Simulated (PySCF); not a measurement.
# doublet AlH+: levels of theory compared

Wanted: a comparison of 4 runs (U-r2SCAN/def2-TZVPPD, U-wB97M-V/def2-TZVPPD, UCAM-B3LYP/def2-TZVPPD, UPBE/def2-TZVPPD) of doublet AlH+. The job is set up through a Python script.

The calculation is run with PySCF 2.14.0.

3 further runs of the same task are left out: 3 set aside as unsound or not needed.

### 1 The molecule

AlH+: 2 atoms, total charge +1, spin state doublet. As SMILES of the parent species, `[AlH]`. Geometry: relaxed at PBE0-D4/def2-TZVP. That shape belongs to the parent species and isn't relaxed for this state.

Bond lengths: Al1–H2 1.665 Å.

### 2 The energy at U-r2SCAN/def2-TZVPPD (run 1)

File calc.py:

```python
from pyscf import gto, dft

mol = gto.M(
    atom='''
Al   0.000000   0.000000  -0.025640
H    0.000000   0.000000   1.639110
''',
    verbose=3,
    basis='def2-tzvppd',
    spin=1,
    max_memory=1860,
    charge=1,
)

calc0 = dft.UKS(mol, xc='r2scan')
calc0.grids.level = 5
calc0.conv_tol = 1e-10
calc0.kernel()
if not calc0.converged:
    calc0 = calc0.newton().run(calc0.mo_coeff, calc0.mo_occ)

e_tot = calc0.e_tot
print(f'total energy: {e_tot:.8f} hartree')
```

Started as:

```bash
$ OMP_NUM_THREADS=1 python calc.py
```

Log:

```text
WARN: HOMO -0.199181026384483 >= LUMO -0.199181026384485

converged SCF energy = -242.647263358958  <S^2> = 0.76513041  2S+1 = 2.0150736
total energy: -242.64726336 hartree
```

Wall time 9.3 s (1 thread of Arm Neoverse V2, shared host); peak memory 0.35 GiB.

### 3 A single-point energy at U-wB97M-V/def2-TZVPPD (run 2)

File run.py:

```python
from pyscf import gto, dft

mol = gto.M(
    atom='Al -0.000000 0.000000 -0.025640; H 0.000000 -0.000000 1.639110',
    max_memory=1860,
    basis='def2-tzvppd',
    verbose=4,
    spin=1,
    charge=1,
)

mf = dft.UKS(mol, xc='wb97m-v')
mf.conv_tol = 1e-10
mf.nlcgrids.level = 1
mf.grids.level = 5
mf.kernel()
if not mf.converged:
    mf = mf.newton().run(mf.mo_coeff, mf.mo_occ)

e_tot = mf.e_tot
print('E = %.10f Eh' % e_tot)
```

Started as:

```bash
$ OMP_NUM_THREADS=1 python run.py
```

Log:

```text
PySCF version 2.14.0

[INPUT] num. atoms = 2
[INPUT] num. electrons = 13
[INPUT] charge = 1
[INPUT] spin (= nelec alpha-beta = 2S) = 1
[INPUT] symmetry False subgroup None
[INPUT] Mole.unit = angstrom
[INPUT] Symbol           X                Y                Z      unit          X                Y                Z       unit  Magmom
[INPUT]  1 Al     0.000000000000   0.000000000000  -0.025640000000 AA    0.000000000000   0.000000000000  -0.048452577834 Bohr   0.0
[INPUT]  2 H      0.000000000000   0.000000000000   1.639110000000 AA    0.000000000000   0.000000000000   3.097468988036 Bohr   0.0

nuclear repulsion = 4.13233442977024
number of shells = 23
number of NR pGTOs = 88
number of NR cGTOs = 65
basis = def2-tzvppd
ecp = {}

[... 85 lines left out ...]
converged SCF energy = -242.659933860185  <S^2> = 0.75822183  2S+1 = 2.008205
E = -242.6599338602 Eh
```

Wall time 13 s (1 thread of Arm Neoverse V2, shared host); peak memory 0.35 GiB.

Run 3 isn't shown in full; the table further down has it.

### 4 The energy at UPBE/def2-TZVPPD (run 4)

File run.py:

```python
from pyscf import gto, dft

molecule = gto.Mole()
molecule.atom = 'Al -0.000000 0.000000 -0.025640; H 0.000000 -0.000000 1.639110'
molecule.charge = 1
molecule.max_memory = 1860
molecule.verbose = 3
molecule.spin = 1
molecule.basis = 'def2-tzvppd'
molecule.build()

calc0 = dft.UKS(molecule, xc='pbe')
calc0.grids.level = 5
calc0.conv_tol = 1e-10
calc0.kernel()
if not calc0.converged:
    calc0 = calc0.newton().run(calc0.mo_coeff, calc0.mo_occ)

etot = calc0.e_tot
print('E = %.10f Eh' % etot)
```

Started as:

```bash
$ OMP_NUM_THREADS=1 python run.py
```

Log:

```text
WARN: HOMO -0.195558997229124 >= LUMO -0.195558997229126

converged SCF energy = -242.539179862631  <S^2> = 0.75645811  2S+1 = 2.0064477
E = -242.5391798626 Eh
```

It took 4.2 s on 1 thread of Arm Neoverse V2, shared host; peak memory 0.31 GiB.

### 5 All runs side by side

| run | level | nlc grid | energy (Eh) | HOMO energy (eV) | LUMO energy (eV) | ⟨S²⟩ | wall time |
| --- | --- | --- | --- | --- | --- | --- | --- |
| 1 | U-r2SCAN/def2-TZVPPD | – | -242.647263 | -13.38 | -10.76 | 0.765 | 9.3 s |
| 2 | U-wB97M-V/def2-TZVPPD | 1 | -242.659934 | -15.91 | -8.71 | 0.758 | 13 s |
| 3 | UCAM-B3LYP/def2-TZVPPD | – | -242.680592 | -15.38 | -9.50 | 0.763 | 6 s |
| 4 | UPBE/def2-TZVPPD | – | -242.539180 | -13.03 | -11.34 | 0.756 | 4.2 s |

### 6 Summary of results

| quantity | value |
| --- | --- |
| run 4: total energy | -242.53918 Eh |
| run 4: HOMO energy (highest over α and β) | -13.03 eV |
| run 4: LUMO energy (lowest over α and β) | -11.34 eV |
| run 4: ⟨S²⟩ | 0.756 |

In words: Totals of different functionals can't be ranked against each other. All runs together took 32 s, the longest 13 s.
